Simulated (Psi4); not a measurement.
Reaction (SMILES): O (H2O) → [OH-] + H+
B3LYP-D3(BJ)/def2-TZVP geometries, fixed; electronic energies without zero-point terms.
Largest species:
```xyz
3

O      0.0070     0.0013     0.1167
H     -0.0500     0.7593    -0.4742
H     -0.0062    -0.7700    -0.4592
```

Basis-set convergence of the deprotonation energy at wB97X-V with Psi4. Cartesian d functions, on some or all atoms, in 6-31G*, 6-31+G*; all else is spherical. Density fitting with the program's default auxiliary sets. Psi4's default fitting sets serve the pcseg sets less well. The functional holds VV10 correlation; no added dispersion term, no relativity. Functions are those of the species that has most. Reference: the value in aug-cc-pV5Z, 398.15 kcal/mol, itself unsure by roughly 0.02 kcal/mol (its mean distance from aug-cc-pVQZ, def2-QZVPPD). Deviations are taken from unrounded values.

```
basis        functions  deprotonation energy (kcal/mol)
-----------  ---------  -------------------------------
6-31G*              19                           431.79
6-31+G*             23                           394.84
cc-pVDZ             24                           438.63
aug-cc-pVDZ         41                           396.35
def2-SVP            24                           437.01
def2-SVPD           39                           396.47
pcseg-1             24                           424.24
aug-pcseg-1         41                           395.19
6-311G**            30                           429.72
6-311+G**           34                           398.19
def2-TZVP           43                           410.69
def2-TZVPD          58                           397.25
cc-pVTZ             58                           421.07
aug-cc-pVTZ         92                           397.91
pcseg-2             58                           406.40
aug-pcseg-2         92                           397.95
def2-TZVPP          59                           411.66
def2-TZVPPD         74                           398.00
cc-pVQZ            115                           412.27
aug-cc-pVQZ        172                           398.16
def2-QZVPP         117                           404.41
def2-QZVPPD        132                           398.18
pcseg-3            126                           399.93
aug-pcseg-3        183                           398.17
cc-pV5Z            201                           404.28
aug-cc-pV5Z        287                           398.15
```

What the diffuse functions change, pair by pair:
- 6-31G* to 6-31+G*: 4 more functions, deviation 33.64 to -3.30 kcal/mol
- cc-pVDZ to aug-cc-pVDZ: 17 more functions, deviation 40.49 to -1.80 kcal/mol
- def2-SVP to def2-SVPD: 15 more functions, deviation 38.87 to -1.67 kcal/mol
- pcseg-1 to aug-pcseg-1: 17 more functions, deviation 26.09 to -2.96 kcal/mol
- 6-311G** to 6-311+G**: 4 more functions, deviation 31.57 to 0.04 kcal/mol
- def2-TZVP to def2-TZVPD: 15 more functions, deviation 12.54 to -0.90 kcal/mol
- cc-pVTZ to aug-cc-pVTZ: 34 more functions, deviation 22.92 to -0.24 kcal/mol
- pcseg-2 to aug-pcseg-2: 34 more functions, deviation 8.25 to -0.20 kcal/mol
- def2-TZVPP to def2-TZVPPD: 15 more functions, deviation 13.51 to -0.15 kcal/mol
- cc-pVQZ to aug-cc-pVQZ: 57 more functions, deviation 14.12 to 0.01 kcal/mol
- def2-QZVPP to def2-QZVPPD: 15 more functions, deviation 6.26 to 0.03 kcal/mol
- pcseg-3 to aug-pcseg-3: 57 more functions, deviation 1.78 to 0.02 kcal/mol
- cc-pV5Z to aug-cc-pV5Z: 86 more functions, deviation 6.13 to 0.00 kcal/mol

Leaving out the reference's own pair, they bring the value nearer the reference by more than 0.02 kcal/mol in 12 of 12 pairs.
